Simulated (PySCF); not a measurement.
## Running PySCF for PH

Input:

```python
from pyscf import gto, scf
from pyscf.geomopt.geometric_solver import optimize

mol = gto.M(
    atom='P 0 0 0; H 0 0 1.385',
    basis='def2-svp',
    charge=0,
    spin=2,
    verbose=4,
)
mf = scf.ROHF(mol)
mf.kernel()
mol_eq = optimize(mf, maxsteps=30)
print('optimised geometry (angstrom)')
print(mol_eq.tostring('raw'))
print('orbital energies (hartree):', mf.mo_energy[..., max(0, mol.nelec[1]-3):mol.nelec[0]+3].round(4))
```

```bash
$ OMP_NUM_THREADS=1 python input.py
```

The log (some set-up lines and the per-cycle HOMO/LUMO lines with their warnings removed):

```
PySCF version 2.14.0

[INPUT] verbose = 4
[INPUT] num. atoms = 2
[INPUT] num. electrons = 16
[INPUT] charge = 0
[INPUT] spin (= nelec alpha-beta = 2S) = 2
[INPUT] symmetry False subgroup None
[INPUT] Mole.unit = angstrom
[INPUT] Symbol           X                Y                Z      unit          X                Y                Z       unit  Magmom
[INPUT]  1 P      0.000000000000   0.000000000000   0.000000000000 AA    0.000000000000   0.000000000000   0.000000000000 Bohr   0.0
[INPUT]  2 H      0.000000000000   0.000000000000   1.385000000000 AA    0.000000000000   0.000000000000   2.617270682523 Bohr   0.0

nuclear repulsion = 5.73116112909747
number of shells = 11
number of NR pGTOs = 43
number of NR cGTOs = 23
basis = def2-svp
ecp = {}

******** <class 'pyscf.scf.rohf.ROHF'> ********
method = ROHF
initial guess = minao
damping factor = 0
level_shift factor = 0
DIIS = <class 'pyscf.scf.diis.CDIIS'>
diis_start_cycle = 1
diis_space = 8
diis_damp = 0
SCF conv_tol = 1e-09
SCF conv_tol_grad = None
SCF max_cycles = 50
direct_scf = True
direct_scf_tol = 1e-13
num. doubly occ = 7  num. singly occ = 2
Set gradient conv threshold to 3.16228e-05
init E= -340.843711210045
cycle= 1 E= -341.160893646951  delta_E= -0.317  |g|= 0.119  |ddm|= 0.991
cycle= 2 E= -341.169050586968  delta_E= -0.00816  |g|= 0.0266  |ddm|= 0.161
cycle= 3 E= -341.169385066632  delta_E= -0.000334  |g|= 0.00663  |ddm|= 0.0385
cycle= 4 E= -341.169416231097  delta_E= -3.12e-05  |g|= 0.000953  |ddm|= 0.0112
cycle= 5 E= -341.16941694195  delta_E= -7.11e-07  |g|= 0.000142  |ddm|= 0.00207
cycle= 6 E= -341.169416960913  delta_E= -1.9e-08  |g|= 2.62e-05  |ddm|= 0.000356
cycle= 7 E= -341.16941696158  delta_E= -6.67e-10  |g|= 3.87e-06  |ddm|= 8.12e-05
Extra cycle  E= -341.169416961594  delta_E= -1.38e-11  |g|= 1.38e-06  |ddm|= 8.29e-06
converged SCF energy = -341.169416961594
Create scanner for <class 'pyscf.grad.rohf.Gradients'>
Create scanner for <class 'pyscf.scf.rohf.ROHF'>
input.py

Current date and time:

#|     Arguments passed to driver run_optimizer():      |#
customengine              <pyscf.geomopt.geometric_solver.PySCFEngine object>
logIni                    <dir>
maxiter                   30
----------------------------------------------------------
Custom engine selected.
Bonds will be generated from interatomic distances less than 1.20 times sum of covalent radii
6 internal coordinates being used (instead of 6 Cartesians)
Internal coordinate system (atoms numbered from 1):
Distance 1-2
Translation-X 1-2
Translation-Y 1-2
Translation-Z 1-2
Rotation-A 1-2
Rotation-B 1-2
Rotation-C 1-2
<class 'geometric.internal.Distance'> : 1
<class 'geometric.internal.TranslationX'> : 1
<class 'geometric.internal.TranslationY'> : 1
<class 'geometric.internal.TranslationZ'> : 1
<class 'geometric.internal.RotationA'> : 1
<class 'geometric.internal.RotationB'> : 1
<class 'geometric.internal.RotationC'> : 1
> ===== Optimization Info: ====
> Job type: Energy minimization
> Maximum number of optimization cycles: 30
> Initial / maximum trust radius (Angstrom): 0.100 / 0.300
> Convergence Criteria:
> Will converge when all 5 criteria are reached:
>  |Delta-E| < 1.00e-06
>  RMS-Grad  < 3.00e-04
>  Max-Grad  < 4.50e-04
>  RMS-Disp  < 1.20e-03
>  Max-Disp  < 1.80e-03
> === End Optimization Info ===

Geometry optimization cycle 1
Cartesian coordinates (Angstrom)
 Atom        New coordinates             dX        dY        dZ
   P   0.000000   0.000000   0.000000    0.000000  0.000000  0.000000
   H   0.000000   0.000000   1.385000    0.000000  0.000000  0.000000

WARN: Mole.unit (angstrom) is changed to Bohr

New geometry
   1 P      0.000000000000   0.000000000000   0.000000000000 AA    0.000000000000   0.000000000000   0.000000000000 Bohr
   2 H      0.000000000000   0.000000000000   1.385000000000 AA    0.000000000000   0.000000000000   2.617270682523 Bohr

******** <class 'pyscf.scf.hf.ROHF_Scanner'> ********
method = ROHF_Scanner
initial guess = minao
damping factor = 0
level_shift factor = 0
DIIS = <class 'pyscf.scf.diis.CDIIS'>
diis_start_cycle = 1
diis_space = 8
diis_damp = 0
SCF conv_tol = 1e-09
SCF conv_tol_grad = None
SCF max_cycles = 50
direct_scf = True
direct_scf_tol = 1e-13
num. doubly occ = 7  num. singly occ = 2
Set gradient conv threshold to 3.16228e-05
init E= -341.169416961594
cycle= 1 E= -341.169416961596  delta_E= -1.53e-12  |g|= 4.96e-07  |ddm|= 2.84e-06
Extra cycle  E= -341.169416961596  delta_E=    0  |g|= 1.87e-07  |ddm|= 1.01e-06
converged SCF energy = -341.169416961596

******** <class 'pyscf.grad.rhf.Gradients_Scanner'> for <class 'pyscf.scf.hf.ROHF_Scanner'> ********
unit = Eh/Bohr
--------------- ROHF_Scanner gradients ---------------
         x                y                z
0 P    -0.0000000000     0.0000000000     0.0167048426
1 H     0.0000000000    -0.0000000000    -0.0167048426
----------------------------------------------
cycle 1: E = -341.169416962  dE = -341.169  norm(grad) = 0.0236242
Step    0 : Gradient = 1.670e-02/1.670e-02 (rms/max) Energy = -341.1694169616
Hessian Eigenvalues: 5.00000e-02 5.00000e-02 5.00000e-02 ... 5.00000e-02 5.00000e-02 2.31258e-01

Geometry optimization cycle 2
Cartesian coordinates (Angstrom)
 Atom        New coordinates             dX        dY        dZ
   P   0.000000  -0.000000  -0.019112    0.000000 -0.000000 -0.019112
   H  -0.000000   0.000000   1.404112   -0.000000  0.000000  0.019112
New geometry
   1 P      0.000000000000  -0.000000000000  -0.019112482660 AA    0.000000000000  -0.000000000000  -0.036117357787 Bohr
   2 H     -0.000000000000   0.000000000000   1.404112482660 AA   -0.000000000000   0.000000000000   2.653388040310 Bohr

******** <class 'pyscf.scf.hf.ROHF_Scanner'> ********
method = ROHF_Scanner
initial guess = minao
damping factor = 0
level_shift factor = 0
DIIS = <class 'pyscf.scf.diis.CDIIS'>
diis_start_cycle = 1
diis_space = 8
diis_damp = 0
SCF conv_tol = 1e-09
SCF conv_tol_grad = None
SCF max_cycles = 50
direct_scf = True
direct_scf_tol = 1e-13
num. doubly occ = 7  num. singly occ = 2
Set gradient conv threshold to 3.16228e-05
init E= -341.158481054118
cycle= 1 E= -341.169923041519  delta_E= -0.0114  |g|= 0.00757  |ddm|= 0.0215
cycle= 2 E= -341.169953088163  delta_E= -3e-05  |g|= 0.00148  |ddm|= 0.0082
cycle= 3 E= -341.169954163628  delta_E= -1.08e-06  |g|= 0.000368  |ddm|= 0.00185
cycle= 4 E= -341.169954262139  delta_E= -9.85e-08  |g|= 5.68e-05  |ddm|= 0.000759
cycle= 5 E= -341.16995426452  delta_E= -2.38e-09  |g|= 6.49e-06  |ddm|= 0.000137
cycle= 6 E= -341.169954264547  delta_E= -2.63e-11  |g|= 1.63e-06  |ddm|= 1.57e-05
Extra cycle  E= -341.169954264548  delta_E= -1.59e-12  |g|= 5.14e-07  |ddm|= 2.55e-06
converged SCF energy = -341.169954264548

******** <class 'pyscf.grad.rhf.Gradients_Scanner'> for <class 'pyscf.scf.hf.ROHF_Scanner'> ********
unit = Eh/Bohr
--------------- ROHF_Scanner gradients ---------------
         x                y                z
0 P     0.0000000000     0.0000000000    -0.0012908191
1 H    -0.0000000000    -0.0000000000     0.0012908191
----------------------------------------------
cycle 2: E = -341.169954265  dE = -0.000537303  norm(grad) = 0.00182549
Step    1 : Displace = 1.911e-02/1.911e-02 (rms/max) Trust = 1.000e-01 (=) Grad = 1.291e-03/1.291e-03 (rms/max) E (change) = -341.1699542645 (-5.373e-04) Quality = 0.891
Hessian Eigenvalues: 5.00000e-02 5.00000e-02 5.00000e-02 ... 5.00000e-02 5.00000e-02 2.49128e-01

Geometry optimization cycle 3
Cartesian coordinates (Angstrom)
 Atom        New coordinates             dX        dY        dZ
   P  -0.000000  -0.000000  -0.017742   -0.000000 -0.000000  0.001371
   H   0.000000   0.000000   1.402742    0.000000  0.000000 -0.001371
New geometry
   1 P     -0.000000000000  -0.000000000000  -0.017741554550 AA   -0.000000000000  -0.000000000000  -0.033526679124 Bohr
   2 H      0.000000000000   0.000000000000   1.402741554550 AA    0.000000000000   0.000000000000   2.650797361647 Bohr

******** <class 'pyscf.scf.hf.ROHF_Scanner'> ********
method = ROHF_Scanner
initial guess = minao
damping factor = 0
level_shift factor = 0
DIIS = <class 'pyscf.scf.diis.CDIIS'>
diis_start_cycle = 1
diis_space = 8
diis_damp = 0
SCF conv_tol = 1e-09
SCF conv_tol_grad = None
SCF max_cycles = 50
direct_scf = True
direct_scf_tol = 1e-13
num. doubly occ = 7  num. singly occ = 2
Set gradient conv threshold to 3.16228e-05
init E= -341.170794412287
cycle= 1 E= -341.16995772613  delta_E= 0.000837  |g|= 0.000542  |ddm|= 0.00151
cycle= 2 E= -341.16995788073  delta_E= -1.55e-07  |g|= 0.000106  |ddm|= 0.000589
cycle= 3 E= -341.169957886246  delta_E= -5.52e-09  |g|= 2.64e-05  |ddm|= 0.000132
cycle= 4 E= -341.169957886752  delta_E= -5.06e-10  |g|= 4.05e-06  |ddm|= 5.45e-05
Extra cycle  E= -341.169957886763  delta_E= -1.03e-11  |g|= 1.3e-06  |ddm|= 6.88e-06
converged SCF energy = -341.169957886763

******** <class 'pyscf.grad.rhf.Gradients_Scanner'> for <class 'pyscf.scf.hf.ROHF_Scanner'> ********
unit = Eh/Bohr
--------------- ROHF_Scanner gradients ---------------
         x                y                z
0 P    -0.0000000000     0.0000000000    -0.0001045847
1 H     0.0000000000    -0.0000000000     0.0001045847
----------------------------------------------
cycle 3: E = -341.169957887  dE = -3.62221e-06  norm(grad) = 0.000147905
Step    2 : Displace = 1.371e-03/1.371e-03 (rms/max) Trust = 1.414e-01 (+) Grad = 1.046e-04/1.046e-04 (rms/max) E (change) = -341.1699578868 (-3.622e-06) Quality = 1.083
Hessian Eigenvalues: 5.00000e-02 5.00000e-02 5.00000e-02 ... 5.00000e-02 5.00000e-02 2.28943e-01

Geometry optimization cycle 4
Cartesian coordinates (Angstrom)
 Atom        New coordinates             dX        dY        dZ
   P  -0.000000  -0.000000  -0.017621    0.000000 -0.000000  0.000121
   H   0.000000   0.000000   1.402621   -0.000000  0.000000 -0.000121
New geometry
   1 P     -0.000000000000  -0.000000000000  -0.017620686338 AA   -0.000000000000  -0.000000000000  -0.033298271306 Bohr
   2 H      0.000000000000   0.000000000000   1.402620686338 AA    0.000000000000   0.000000000000   2.650568953829 Bohr

******** <class 'pyscf.scf.hf.ROHF_Scanner'> ********
method = ROHF_Scanner
initial guess = minao
damping factor = 0
level_shift factor = 0
DIIS = <class 'pyscf.scf.diis.CDIIS'>
diis_start_cycle = 1
diis_space = 8
diis_damp = 0
SCF conv_tol = 1e-09
SCF conv_tol_grad = None
SCF max_cycles = 50
direct_scf = True
direct_scf_tol = 1e-13
num. doubly occ = 7  num. singly occ = 2
Set gradient conv threshold to 3.16228e-05
init E= -341.170031609115
cycle= 1 E= -341.169957909351  delta_E= 7.37e-05  |g|= 4.8e-05  |ddm|= 0.000136
cycle= 2 E= -341.169957910563  delta_E= -1.21e-09  |g|= 9.42e-06  |ddm|= 5.21e-05
cycle= 3 E= -341.169957910607  delta_E= -4.42e-11  |g|= 2.37e-06  |ddm|= 1.19e-05
Extra cycle  E= -341.169957910611  delta_E= -3.87e-12  |g|= 7.57e-07  |ddm|= 3.85e-06
converged SCF energy = -341.169957910611

******** <class 'pyscf.grad.rhf.Gradients_Scanner'> for <class 'pyscf.scf.hf.ROHF_Scanner'> ********
unit = Eh/Bohr
--------------- ROHF_Scanner gradients ---------------
         x                y                z
0 P    -0.0000000000    -0.0000000000     0.0000006221
1 H     0.0000000000     0.0000000000    -0.0000006221
----------------------------------------------
cycle 4: E = -341.169957911  dE = -2.38483e-08  norm(grad) = 8.79749e-07
Step    3 : Displace = 1.209e-04/1.209e-04 (rms/max) Trust = 2.000e-01 (+) Grad = 6.221e-07/6.221e-07 (rms/max) E (change) = -341.1699579106 (-2.385e-08) Quality = 0.998
Hessian Eigenvalues: 5.00000e-02 5.00000e-02 5.00000e-02 ... 5.00000e-02 5.00000e-02 2.28943e-01
Converged! =D

    #| If this code has benefited your research, please support us by citing: |#
    #| Wang, L.-P.; Song, C.C. (2016) "Geometry optimization made simple with |#
    #| translation and rotation coordinates", J. Chem, Phys. 144, 214108.     |#
    #|                                     |#
optimised geometry (angstrom)
P          -0.00000000       -0.00000000       -0.01762069
H           0.00000000        0.00000000        1.40262069
orbital energies (hartree): [-5.3923 -0.774  -0.4548 -0.1537 -0.1537  0.1998  0.3983  0.5189]
```

In short: E(SCF) = -341.169417 Eh, 7 cycles, all at the start geometry; optimised bond 1.420 Å with E = -341.169958 Eh after 4 steps.

Run time: 0.96 s on 1 thread of Arm Neoverse V2 (shared host), peak memory 0.13 GiB.

The last line lists the levels of the start geometry. No search for the lowest solution was made.
